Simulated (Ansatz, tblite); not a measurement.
Removing an electron: B2H4⁻. The state is a doublet with charge -1. Geometry: PBE-D4/def2-TZVPD. Ansatz, gas phase; energy differences of separate SCF runs; the oxidised species is a singlet (the triplet lies 2.25 eV higher at PBE0-D4/def2-TZVPD).

Cartesian coordinates in Å:
```
B -0.572 -0.591 0.056
B 0.572 0.591 -0.056
H 0.827 1.383 0.851
H -1.265 -0.777 1.057
H -0.827 -1.383 -0.851
H 1.265 0.777 -1.057
```

The xTB rows come from tblite. Correlated methods freeze 2 core orbitals. The structure comes from a short search, and lower isomers may exist.

```csv
level,−HOMO (eV),vertical IE (eV),−LUMO (eV),HOMO–LUMO gap (eV),remarks
HF/def2-TZVPPD,–,0.70,–,–,–
PBE-D4/def2-TZVPD,-1.08,1.91,-2.33,1.25,HOMO above zero (-1 doublet)
PBE0-D4/def2-TZVPD,-0.26,1.78,-3.33,3.07,HOMO above zero (-1 doublet)
CCSD/def2-TZVPPD,–,1.43,–,–,–
CCSD(T)/def2-TZVPPD,–,1.52,–,–,–
```

Question: Estimate the rows for GFN1-xTB, GFN2-xTB, r2SCAN-D4/def2-TZVPD, MP2/def2-TZVPPD.

Answer: 
```json
{"level": "GFN1-xTB", "−HOMO (eV)": "–", "vertical IE (eV)": "5.97", "−LUMO (eV)": "–", "HOMO–LUMO gap (eV)": "–", "remarks": "–"}
{"level": "GFN2-xTB", "−HOMO (eV)": "–", "vertical IE (eV)": "4.57", "−LUMO (eV)": "–", "HOMO–LUMO gap (eV)": "–", "remarks": "–"}
{"level": "r2SCAN-D4/def2-TZVPD", "−HOMO (eV)": "-0.82", "vertical IE (eV)": "1.90", "−LUMO (eV)": "-2.83", "HOMO–LUMO gap (eV)": "2.02", "remarks": "HOMO above zero (-1 doublet)"}
{"level": "MP2/def2-TZVPPD", "−HOMO (eV)": "–", "vertical IE (eV)": "1.51", "−LUMO (eV)": "–", "HOMO–LUMO gap (eV)": "–", "remarks": "–"}
```

  A HOMO above zero means that the electron is unbound at that level or that self-interaction error raises the level; the energy of removing that electron tells which. HOMO and LUMO are the levels of the spin that leaves or enters (xTB has no such levels and no spin-polarisation term). Other spin states of the ions may lie lower, which would lower the ionisation energy or raise the affinity. Raw xTB energy differences between charge states are shifted by several eV; the methods need an empirical correction for them.
